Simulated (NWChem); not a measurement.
# AlO (SMILES [O]=[Al]): UHF/3-21G

What is the vertical ionisation energy of AlO at UHF/3-21G? 

The calculation is run with NWChem 7.3.0.

3 further runs of the same task are left out: 2 that didn't finish, 1 set aside as unsound or not needed.

### 1 The molecule

The species is AlO (2 atoms), meant as a doublet with charge 0. As SMILES, `[O]=[Al]`. The shape is that of a PBE0-D4/def2-TZVP optimisation.

Bond lengths: O1–Al2 1.620 Å.

### 2 Energy and gradient at UHF/3-21G

run.py reads:

```python
from ase import Atoms
from ase.calculators.nwchem import NWChem

molecule = Atoms(['O', 'Al'], positions=[
    [0.000000, -0.000000, -0.024920],
    [-0.000000, 0.000000, 1.594970],
])

calc = NWChem(
    label='alo',
    theory='scf',
    memory='2200 mb',
    basis='3-21G',
    basispar='spherical bse',
    scf={'nopen': '1', 'uhf': None, 'thresh': '1e-08', 'maxiter': '80', 'print': 'low'},
)
molecule.calc = calc

forces = molecule.get_forces()
print(f"energy = {molecule.get_potential_energy():.6f} eV")
print("forces (eV/A):")
for s, f in zip(molecule.symbols, forces):
    print(f"{s:2s} {f[0]:10.5f} {f[1]:10.5f} {f[2]:10.5f}")
```

The run is started by

```sh
$ export ASE_NWCHEM_COMMAND="nwchem PREFIX.nwi > PREFIX.nwo"
$ python run.py
```

What it wrote:

```text
energy = -8571.587396 eV
forces (eV/A):
O    -0.00000    0.00000   -3.25183
Al    0.00000   -0.00000    3.25183
```

The calculator wrote alo.nwi:

```
title "alo"

permanent_dir alo

scratch_dir alo

start alo

geometry units angstrom nocenter noautosym noautoz
  O  0.0000000000000000e+00 -0.0000000000000000e+00 -2.4920000000000001e-02
  Al -0.0000000000000000e+00 0.0000000000000000e+00 1.5949700000000000e+00
end

memory 2200 mb

basis spherical bse noprint
   * library 3-21G
end

scf
  nopen 1
  uhf
  thresh 1e-08
  maxiter 80
  print low
end

task scf gradient
```

alo.nwo, shortened:

```text
[...]
  functions       =    22
[...]
  wavefunction    = UHF
[...]
         Total SCF energy =   -315.000029340386
      One electron energy =   -506.323564038161
      Two electron energy =    157.349355033743
 Nuclear repulsion energy =     33.974179664032
                       Sz =      0.5000
                 Sz(Sz+1) =      0.7500
                      S^2 =      0.7752
[...]
                         UHF ENERGY GRADIENTS
    atom               coordinates                        gradient
                 x          y          z           x          y          z
   1 O       0.000000   0.000000  -0.047092    0.000000  -0.000000   0.063238
   2 Al      0.000000   0.000000   3.014056   -0.000000   0.000000  -0.063238
 Task  times  cpu:        0.5s     wall:        0.5s
 Total times  cpu:        0.5s     wall:        0.5s
```

Run time: 1.4 s. Hardware: 1 thread of Intel Xeon 6975P-C (Granite Rapids), shared host; peak memory 0.099 GiB.

### 3 The singlet cation: a single-point energy at HF/3-21G

m1.nw reads:

```
start m1
title "AlO energy"
memory stack 880 mb heap 220 mb global 1100 mb
charge 1
geometry units atomic noautosym nocenter noautoz
  O   0.00000000  0.00000000 -0.04709198
  Al  0.00000000  0.00000000  3.01405648
end
basis spherical bse
  * library 3-21G
end
scf
  nopen 0
  rhf
  thresh 1e-08
  maxiter 80
end
task scf energy
```

The run is started by

```sh
$ nwchem m1.nw > m1.out
```

What it wrote, shortened:

```text
[...]
  functions       =    22
[...]
  wavefunction    = RHF
[...]
         Total SCF energy =   -314.619884359776
      One-electron energy =   -499.856564204863
      Two-electron energy =    151.262502715501
 Nuclear repulsion energy =     33.974177129586
        Time for solution =      0.2s
[...]
```

Wall time 0.7 s (1 thread of Intel Xeon 6975P-C (Granite Rapids), shared host); peak memory 0.1 GiB.

### 4 Outcome

At UHF/3-21G:

```
                                          quantity          value
                         doublet AlO: total energy  -315.00003 Eh
                                 doublet AlO: ⟨S²⟩          0.775
             doublet AlO: largest force on an atom     3.252 eV/Å
                      singlet cation: total energy  -314.61988 Eh
                       singlet cation: HOMO energy      -18.82 eV
                       singlet cation: LUMO energy       -9.08 eV
                     singlet cation: HOMO–LUMO gap        9.74 eV
vertical ionisation energy (to the singlet cation)      10.344 eV
```

**Reading.** The vertical ionisation energy comes to 10.34 eV (998 kJ/mol). The largest force (doublet AlO) is 3.25 eV/Å: the shape isn't a stationary point for this species at this level. Only the singlet of the ionised species was computed; a triplet could lie lower.
